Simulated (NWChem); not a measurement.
ammonia (NH₃); SMILES N

```xyz
4

N      0.0000     0.0000     0.1315
H      0.6642     0.6642    -0.2639
H      0.2431    -0.9073    -0.2639
H     -0.9073     0.2431    -0.2639
```
Atoms are numbered in this order, from 1.

Geometry: optimised at B3LYP/6-31G* (spherical d).

Task: Give the principal values of the shielding tensors (ppm) of N1 from Hartree-Fock/cc-pVDZ, GIAO (NWChem), with their diamagnetic and paramagnetic parts as GIAO splits them.

Result: 
```tsv
atom	σ11	σ22	σ33	isotropic	diamagnetic	paramagnetic
N1	246.5	288.5	288.5	274.5	307.9	-33.4
```
